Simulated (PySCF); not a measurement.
Level of theory: PBE-D3(BJ)/def2-TZVP // PBE0-D3(BJ)/def2-TZVP run with PySCF. Gas-phase values, no solvent. One relaxed conformer stands for a flexible species; it need not be the lowest. 

Reference species (SMILES): `CNCC` (C–C–N–C torsion 64°) (neutral, multiplicity 1).

```yaml
HOMO–LUMO gap: 5.21 eV
```

Changed species: `CN(C)C`.

### Question
Give the shifts of the HOMO–LUMO gap.

### Answer
the HOMO–LUMO gap falls by 0.03 eV, to 5.18 eV.
